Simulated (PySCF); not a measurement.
## Vibration and rotation of LiS⁺

UHF-CCSD(T) constants of LiS⁺, ³Σ⁻ (triplet), unpaired electrons π ↑↑ (basis Li def2-TZVP, S def2-TZVP; no relativity; PySCF 2.14; masses 7.0160 and 31.9721 u):

```
ωe              : 338.6 cm⁻¹
ωexe            : 5.87 cm⁻¹
Be              : 0.47823 cm⁻¹
αe              : 0.0101 cm⁻¹
D (centrifugal) : 3.82e-06 cm⁻¹
De to Li⁺ + S   : 0.74 eV
```

**Question.** Give the vibrational terms G(v) and spacings up to v = 6.

**Answer.** G(v) = ωe(v+½) − ωexe(v+½)².

```
v  G(v) (cm⁻¹)  G(v) − G(v−1)  Bv (cm⁻¹)
0          168                    0.4732
1          495            327     0.4631
2          810            315     0.4530
3         1113            303     0.4429
4         1405            292     0.4328
5         1685            280     0.4227
6         1953            268     0.4126
```

**Question.** How well does the Morse estimate ωe²/(4ωexe) reproduce De, and what is D0?

**Answer.** It gives 0.61 eV, 82 % of the computed De. D0 = De − G(0) = 0.74 − 0.02 = 0.72 eV.

Correlated steps freeze 5 core orbitals. For an ion De counts to the pair picked by the measured ionisation energies or electron affinities, which need not be the lowest pair at this level. The state is the lowest determinant that a PBE0 search found; another state may lie lower at other levels.
